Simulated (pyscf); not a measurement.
PySCF, gas phase, ωB97X-D3(BJ)/def2-SVP geometries.

### Question
Estimate the classical barrier height and the reaction energy of `[SH][GeH3]` + `[FH]` → `[SH2]` + `[F][GeH3]` at PBE0-D3(BJ)/def2-TZVP. The step runs on the singlet surface, breaks Ge–S, F–H and forms H–S, F–Ge; take the separated reactants as zero.

### Answer
ΔE‡ = 24.0 kcal/mol, ΔE = -1.6 kcal/mol. CCSD(T)/def2-TZVPP + ΔMP2(QZVPP) gives 30.5 kcal/mol and -2.0 kcal/mol. Zero-point energy shifts the barrier by -0.2 kcal/mol. It is a four-centre exchange, with an imaginary mode of 661i cm⁻¹. On the reactant side the descent ends in a complex, 6.6 kcal/mol under the separated species and 33.5 kcal/mol under the saddle at ωB97X-D3(BJ)/def2-TZVP. At ωB97X-D3(BJ) the barrier from the zero used here is 26.9 kcal/mol. This is the saddle that the search found; another between the same sides may lie lower. The CCSD(T) − MP2 part came from Ansatz, without density fitting, on the same reference. The frozen core leaves the outer d or s,p core shells of the metals and heavy elements correlated in the MP2 and CC values, and def2-TZVPP describes them poorly, which can shift differences by a few kcal/mol. Elements up to Kr have no core potential and no relativistic terms here.
